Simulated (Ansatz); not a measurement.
A nudged elastic band was laid between two geometries of CH5FSi (8 atoms, charge 0, multiplicity 1).

These are results of RKS BLYP-D4/def2-SVP (Ansatz 0.2.0), not measurements.

* movable images: 5
* climbing image: yes
* spring: 5.0 eV/Å²
* optimiser: quadratic models (default)
* start path: through a guess of the saddle point
* force threshold: 0.5 eV/Å
* iteration limit: 60
* end points: relaxed

Initial state:

```xyz
8
Properties=species:S:1:pos:R:3
Si 0.396 -0.004 0.042
C 0.867 -0.009 1.862
H -0.022 -0.154 2.509
H 1.580 -0.835 2.069
H 1.355 0.944 2.150
H 1.609 0.150 -0.827
F -0.602 1.271 -0.259
H -0.342 -1.257 -0.327
```

Final state:

```xyz
8
Properties=species:S:1:pos:R:3
Si 0.044 0.129 -1.089
C 1.248 -0.168 1.840
H 0.690 -0.982 2.338
H 2.175 0.064 2.398
H 0.615 0.736 1.771
H 1.548 -0.504 0.820
F -0.483 1.596 -0.516
H -0.995 -0.764 -0.342
```

Which bonds break or form, and what moves?

Bonds broken: Si1–C2, Si1–H6. Bonds formed: C2–H6. CH5FSi becomes CH4 + FHSi.

Give the energies along the band, and the barrier.

The forces met the threshold. The highest image is number 3 of 0 to 6, 3.06 eV above the first end and 1.31 eV above the last; the last end lies 1.76 eV above the first. The threshold of 0.5 eV/Å is loose, so the images may lie well off the minimum-energy path. Neighbouring images differ by up to 2.4 eV, so the band resolves the path poorly. The order of the point at the top wasn't checked. The orbitals stay closed-shell, which can raise the energy where a bond breaks towards radicals; this wasn't checked here.

| image | path coordinate (Å) | energy (eV) | Si1–C2 (Å) | Si1–H6 (Å) | C2–H6 (Å) |
| --- | --- | --- | --- | --- | --- |
| 0 | 0.00 | 0.00 | 1.88 | 1.50 | 2.79 |
| 1 | 0.78 | 0.04 | 1.88 | 1.50 | 2.77 |
| 2 | 1.56 | 0.70 | 1.87 | 1.46 | 2.31 |
| 3 | 2.35 | 3.06 | 2.27 | 1.50 | 1.66 |
| 4 | 2.97 | 2.00 | 2.64 | 1.87 | 1.16 |
| 5 | 3.60 | 1.76 | 3.11 | 2.37 | 1.12 |
| 6 | 4.23 | 1.76 | 3.18 | 2.51 | 1.11 |

What is the geometry of the highest image?


```xyz
8
Properties=species:S:1:pos:R:3
Si 0.266 -0.035 -0.429
C 0.991 -0.073 1.718
H 0.309 -0.783 2.205
H 2.044 -0.310 1.963
H 0.778 0.990 1.942
H 1.618 -0.238 0.189
F -0.328 1.516 -0.382
H -0.837 -0.960 0.012
```

The band took 7 iterations and roughly 60 core-seconds.

Run time: 57 s on 1 thread of Arm Neoverse V2 (shared host), peak memory 0.12 GiB.
